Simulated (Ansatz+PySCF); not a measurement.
## doublet CH5N(+): levels of theory in one basis

```yaml
atoms:
  - { symbol: H, position_ang: [-0.0175, 0.9597, -1.3391] }
  - { symbol: C, position_ang: [0.0630, 0.0000, -0.8531] }
  - { symbol: N, position_ang: [0.0044, 0.0000, 0.5959] }
  - { symbol: H, position_ang: [-0.0175, -0.9597, -1.3391] }
  - { symbol: H, position_ang: [-0.9651, 0.0000, 0.9511] }
  - { symbol: H, position_ang: [0.4664, 0.8277, 0.9921] }
  - { symbol: H, position_ang: [0.4664, -0.8277, 0.9921] }
```

Basis set: cc-pVTZ (spherical functions). Correlated methods keep 2 orbitals frozen. Correlation on ROHF uses semicanonical orbitals with singles. Charge 1, multiplicity 2.

Computed with Ansatz (development build ahead of 0.2.0); each method stands on the lowest determinant of its kind that the runs found.

```csv
method,E − E(ROHF) (eV),<S²> of the determinant
ROHF,0.00,0.75
UHF,-0.14,0.76
ROHF-MP2,-9.89,–
UHF-MP2,-9.88,0.76
```

What does ROHF-CCSD(T) give on the same scale?

-10.96 eV.

Is a single determinant a sound starting point here?

By this sign, yes. Unrestricted orbitals gain 0.14 eV and <S²> is 0.76 against 0.75 for a pure state.
